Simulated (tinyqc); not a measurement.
CIS and TDHF on RHF in the sto-6g basis, for H2O, spin multiplicity 1, step by step (part 2 of 2). Computed by tinyqc, a small Python program that keeps every step (integrals from PySCF). Command: `OMP_NUM_THREADS=1 python tinyqc.py 22494 22495 out.jsonl` (the two numbers bound the seeds that draw the settings). One thread of a shared host (Intel(R) Xeon(R) Processor @ 2.60GHz), about 0.1 s of CPU time with the checks.

Geometry (angstrom):
```
atom,x,y,z
O,0.000000,0.000000,0.000000
H,0.000000,0.838000,0.809000
H,0.000000,-0.838000,0.809000
```

## CIS triplet states

CIS matrix A, triplet (hartree):
```
,1>6,1>7,2>6,2>7,3>6,3>7,4>6,4>7,5>6,5>7
1>6,20.178584,0.000000,0.007974,0.000000,0.000000,-0.006827,-0.016254,0.000000,0.000000,0.000000
1>7,0.000000,20.237703,0.000000,0.007718,-0.006827,0.000000,0.000000,-0.003604,0.000000,0.000000
2>6,0.007974,0.000000,1.044331,0.000000,0.000000,-0.076362,-0.038487,0.000000,0.000000,0.000000
2>7,0.000000,0.007718,0.000000,1.106741,-0.076362,0.000000,0.000000,0.012881,0.000000,0.000000
3>6,0.000000,-0.006827,0.000000,-0.076362,0.395795,0.000000,0.000000,-0.065850,0.000000,0.000000
3>7,-0.006827,0.000000,-0.076362,0.000000,0.000000,0.428093,-0.065850,0.000000,0.000000,0.000000
4>6,-0.016254,0.000000,-0.038487,0.000000,0.000000,-0.065850,0.344343,0.000000,0.000000,0.000000
4>7,0.000000,-0.003604,0.000000,0.012881,-0.065850,0.000000,0.000000,0.393259,0.000000,0.000000
5>6,0.000000,0.000000,0.000000,0.000000,0.000000,0.000000,0.000000,0.000000,0.251841,0.000000
5>7,0.000000,0.000000,0.000000,0.000000,0.000000,0.000000,0.000000,0.000000,0.000000,0.304669
```

Diagonalise A (1 hartree = 27.211386 eV); each vector has its largest component positive (the first on a tie).

triplet excitation energies (eV): 6.852950  8.200072  8.290475  8.872283  12.363373  12.529565  28.706594  30.351353  549.087768  550.696111

lowest vectors:
```
,state 1,state 2,state 3,state 4,state 5,state 6
1>6,0.000000,0.000836,0.000000,0.000000,0.000000,-0.000157
1>7,0.000000,0.000000,0.000000,0.000349,-0.000069,0.000000
2>6,0.000000,0.096251,0.000000,0.000000,0.000000,0.078232
2>7,0.000000,0.000000,0.000000,0.058860,-0.094630,0.000000
3>6,0.000000,0.000000,0.000000,0.718657,-0.686930,0.000000
3>7,0.000000,0.503975,0.000000,0.000000,0.000000,0.855844
4>6,0.000000,0.858338,0.000000,0.000000,0.000000,-0.511284
4>7,0.000000,0.000000,0.000000,0.692869,0.720536,0.000000
5>6,1.000000,0.000000,0.000000,0.000000,0.000000,0.000000
5>7,0.000000,0.000000,1.000000,0.000000,0.000000,0.000000
```

## TDHF (RPA) triplet states

Two-electron integrals over orbitals (pq|rs), unique and non-zero (hartree):
```
p,q,r,s,(pq|rs)
1,1,1,1,4.764078
2,1,1,1,-0.444141
2,1,2,1,0.066749
2,2,1,1,1.043673
2,2,2,1,-0.017060
2,2,2,2,0.730519
3,1,3,1,0.011669
3,2,3,1,0.017384
3,2,3,2,0.125455
3,3,1,1,0.770476
3,3,2,1,-0.004830
3,3,2,2,0.615910
3,3,3,3,0.590129
4,1,1,1,0.168542
4,1,2,1,-0.023871
4,1,2,2,0.011915
4,1,3,3,0.005135
4,1,4,1,0.023568
4,2,1,1,-0.162594
4,2,2,1,0.008446
4,2,2,2,-0.034140
4,2,3,3,-0.000021
4,2,4,1,0.016532
4,2,4,2,0.129206
4,3,3,1,-0.002917
4,3,3,2,0.025269
4,3,4,3,0.060222
4,4,1,1,0.892420
4,4,2,1,-0.010100
4,4,2,2,0.646250
4,4,3,3,0.559063
4,4,4,1,-0.007278
4,4,4,2,-0.081754
4,4,4,4,0.659159
5,1,5,1,0.026634
5,2,5,1,0.033418
5,2,5,2,0.153102
5,3,5,3,0.026848
5,4,5,1,-0.011693
5,4,5,2,-0.044122
5,4,5,4,0.045176
5,5,1,1,1.117106
5,5,2,1,-0.011704
5,5,2,2,0.760636
5,5,3,3,0.603142
5,5,4,1,0.004209
5,5,4,2,-0.085897
5,5,4,4,0.665534
5,5,5,5,0.880663
6,1,1,1,-0.183004
6,1,2,1,0.029359
6,1,2,2,-0.002025
6,1,3,3,0.001051
6,1,4,1,0.003780
6,1,4,2,0.021511
6,1,4,4,-0.014306
6,1,5,5,-0.004517
6,1,6,1,0.026505
6,2,1,1,0.253308
6,2,2,1,-0.006098
6,2,2,2,0.127694
6,2,3,3,0.068938
6,2,4,1,0.018677
6,2,4,2,0.037275
6,2,4,4,0.049539
6,2,5,5,0.132412
6,2,6,1,0.012649
6,2,6,2,0.095335
6,3,3,1,0.002971
6,3,3,2,-0.026855
6,3,4,3,-0.036699
6,3,6,3,0.067404
6,4,1,1,0.292105
6,4,2,1,-0.003666
6,4,2,2,0.141498
6,4,3,3,0.055942
6,4,4,1,-0.000629
6,4,4,2,-0.063876
6,4,4,4,0.129857
6,4,5,5,0.165219
6,4,6,1,-0.003288
6,4,6,2,0.053491
6,4,6,4,0.115576
6,5,5,1,0.011607
6,5,5,2,0.046220
6,5,5,4,0.008592
6,5,6,5,0.033404
6,6,1,1,0.804694
6,6,2,1,-0.007974
6,6,2,2,0.601161
6,6,3,3,0.549770
6,6,4,1,0.016254
6,6,4,2,0.038487
6,6,4,4,0.550896
6,6,5,5,0.586927
6,6,6,1,0.009234
6,6,6,2,0.095575
6,6,6,4,0.061367
6,6,6,6,0.588235
7,1,3,1,0.014492
7,1,3,2,0.020743
7,1,4,3,-0.003694
7,1,6,3,0.003313
7,1,7,1,0.018016
7,2,3,1,0.015130
7,2,3,2,0.057628
7,2,4,3,-0.031657
7,2,6,3,0.028674
7,2,7,1,0.018136
7,2,7,2,0.067748
7,3,1,1,0.372985
7,3,2,1,-0.006664
7,3,2,2,0.170937
7,3,3,3,0.092130
7,3,4,1,-0.000417
7,3,4,2,-0.083490
7,3,4,4,0.124861
7,3,5,5,0.205832
7,3,6,1,-0.005348
7,3,6,2,0.062389
7,3,6,4,0.114877
7,3,6,6,0.050108
7,3,7,3,0.167201
7,4,3,1,-0.008133
7,4,3,2,-0.072104
7,4,4,3,-0.021512
7,4,6,3,0.055792
7,4,7,1,-0.010057
7,4,7,2,-0.014589
7,4,7,4,0.075549
7,5,5,3,0.023763
7,5,7,5,0.023715
7,6,3,1,0.006827
7,6,3,2,0.076362
7,6,4,3,0.065850
7,6,6,3,-0.058317
7,6,7,1,0.008212
7,6,7,2,-0.006031
7,6,7,4,-0.063902
7,6,7,6,0.108000
7,7,1,1,0.801583
7,7,2,1,-0.007718
7,7,2,2,0.594759
7,7,3,3,0.573478
7,7,4,1,0.003604
7,7,4,2,-0.012881
7,7,4,4,0.557986
7,7,5,5,0.590106
7,7,6,1,-0.002255
7,7,6,2,0.055581
7,7,6,4,0.046904
7,7,6,6,0.548099
7,7,7,3,0.081407
7,7,7,7,0.578987
```

B(ia,jb) = - (ib|ja); the squared energies are the eigenvalues of (A - B)(A + B); 1 hartree = 27.211386 eV.

TDHF matrix B, triplet (hartree):
```
,1>6,1>7,2>6,2>7,3>6,3>7,4>6,4>7,5>6,5>7
1>6,-0.026505,0.000000,-0.012649,0.000000,0.000000,-0.003313,0.003288,0.000000,0.000000,0.000000
1>7,0.000000,-0.018016,0.000000,-0.018136,0.005348,0.000000,0.000000,0.010057,0.000000,0.000000
2>6,-0.012649,0.000000,-0.095335,0.000000,0.000000,-0.028674,-0.053491,0.000000,0.000000,0.000000
2>7,0.000000,-0.018136,0.000000,-0.067748,-0.062389,0.000000,0.000000,0.014589,0.000000,0.000000
3>6,0.000000,0.005348,0.000000,-0.062389,-0.067404,0.000000,0.000000,-0.114877,0.000000,0.000000
3>7,-0.003313,0.000000,-0.028674,0.000000,0.000000,-0.167201,-0.055792,0.000000,0.000000,0.000000
4>6,0.003288,0.000000,-0.053491,0.000000,0.000000,-0.055792,-0.115576,0.000000,0.000000,0.000000
4>7,0.000000,0.010057,0.000000,0.014589,-0.114877,0.000000,0.000000,-0.075549,0.000000,0.000000
5>6,0.000000,0.000000,0.000000,0.000000,0.000000,0.000000,0.000000,0.000000,-0.033404,0.000000
5>7,0.000000,0.000000,0.000000,0.000000,0.000000,0.000000,0.000000,0.000000,0.000000,-0.023715
```

squared energies w^2 (hartree^2): 0.050204  0.062308  0.069874  0.092261  0.199422  0.203082  1.102103  1.234401  407.174982  409.563651

TDHF energies from the positive w^2 (eV): 6.097079  6.792400  7.192949  8.265321  12.151712  12.262709  28.566814  30.232827  549.087061  550.695300
